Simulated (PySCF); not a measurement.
B2O2, optimised at HF/6-31G*:

```xyz
4

O      0.7089     1.6549    -0.9050
B      0.2930     0.6841    -0.3741
B     -0.2930    -0.6841     0.3741
O     -0.7089    -1.6549     0.9050
```

Energies from PySCF (xtb for GFN2), thermal terms from the rigid-rotor harmonic-oscillator model, ideal gas at 1 bar. 6-31G* has spherical d functions here. All species are closed-shell singlets. B3LYP is the form with VWN-RPA correlation.

Question: List the harmonic frequencies (cm⁻¹, unscaled) at this level and at the other levels, each on its own geometry.

Answer: 
- HF/6-31G*: 237, 237, 544, 544, 634, 2141, 2330
- B3LYP/6-31G*: 216, 216, 506, 506, 620, 1973, 2146
- GFN2-xTB: 178, 179, 477, 477, 593, 2067, 2179
- PBE/def2-SVP: 210, 210, 497, 497, 608, 1914, 2082
- PBE0/def2-TZVP: 214, 214, 498, 498, 612, 1985, 2157
